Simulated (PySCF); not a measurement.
**Orbital picture of SiS⁺**

PBE0 at R = 2.091 Å; PySCF, spin-free X2C with a Gaussian nucleus, basis sets Si x2c-SVPall, S x2c-SVPall. State: ²Σ⁺ (doublet), unpaired electrons σ ↑, a second solution, started from another occupation. Only the outer orbitals are listed, counted within each symmetry.

```json
{"spin": "α", "orbital": "7σ", "occ.": "1", "ε (eV)": "-27.32", "on Si (%)": "17", "main shells (%)": "80 S s, 11 Si s"}
{"spin": "α", "orbital": "8σ", "occ.": "1", "ε (eV)": "-20.43", "on Si (%)": "65", "main shells (%)": "64 Si s, 20 S p, 14 S s"}
{"spin": "α", "orbital": "9σ", "occ.": "1", "ε (eV)": "-16.33", "on Si (%)": "53", "main shells (%)": "46 S p, 35 Si p, 16 Si s"}
{"spin": "α", "orbital": "3π", "occ.": "1", "ε (eV)": "-14.94", "on Si (%)": "23", "main shells (%)": "77 S p, 22 Si p"}
{"spin": "α", "orbital": "3π", "occ.": "1", "ε (eV)": "-14.94", "on Si (%)": "23", "main shells (%)": "77 S p, 22 Si p"}
{"spin": "α", "orbital": "4π", "occ.": "0", "ε (eV)": "-9.78", "on Si (%)": "79", "main shells (%)": "78 Si p, 21 S p"}
{"spin": "α", "orbital": "4π", "occ.": "0", "ε (eV)": "-9.78", "on Si (%)": "79", "main shells (%)": "78 Si p, 21 S p"}
{"spin": "α", "orbital": "10σ", "occ.": "0", "ε (eV)": "-6.17", "on Si (%)": "83", "main shells (%)": "64 Si p, 19 S p, 10 Si d"}
{"spin": "β", "orbital": "7σ", "occ.": "1", "ε (eV)": "-26.50", "on Si (%)": "17", "main shells (%)": "80 S s, 12 Si s"}
{"spin": "β", "orbital": "8σ", "occ.": "1", "ε (eV)": "-19.22", "on Si (%)": "68", "main shells (%)": "68 Si s, 16 S s, 15 S p"}
{"spin": "β", "orbital": "3π", "occ.": "1", "ε (eV)": "-14.74", "on Si (%)": "24", "main shells (%)": "76 S p, 22 Si p"}
{"spin": "β", "orbital": "3π", "occ.": "1", "ε (eV)": "-14.74", "on Si (%)": "24", "main shells (%)": "76 S p, 22 Si p"}
{"spin": "β", "orbital": "9σ", "occ.": "0", "ε (eV)": "-12.88", "on Si (%)": "52", "main shells (%)": "46 S p, 34 Si p, 17 Si s"}
{"spin": "β", "orbital": "4π", "occ.": "0", "ε (eV)": "-9.35", "on Si (%)": "78", "main shells (%)": "77 Si p, 22 S p"}
{"spin": "β", "orbital": "4π", "occ.": "0", "ε (eV)": "-9.35", "on Si (%)": "78", "main shells (%)": "77 Si p, 22 S p"}
```

Problem. Which are the highest filled and the lowest empty level, where do they sit, and how wide is the gap?

Solution. Highest filled β 3π at -14.74 eV (in %: 76 S p, 22 Si p); lowest empty β 9σ at -12.88 eV (in %: 46 S p, 34 Si p, 17 Si s); the gap at PBE0 is 1.86 eV.

| Item | Value |
| --- | --- |
| bond order (Mayer) | 2.24 |
| ⟨S²⟩ | 0.760 |
| charge on Si (Mulliken, basis-dependent) | 0.86 |
| charge on Si (Löwdin, basis-dependent) | 0.73 |
| dipole moment (positive dipole points towards S; it is taken about the centre of mass and depends on that origin) | -4.14 D |
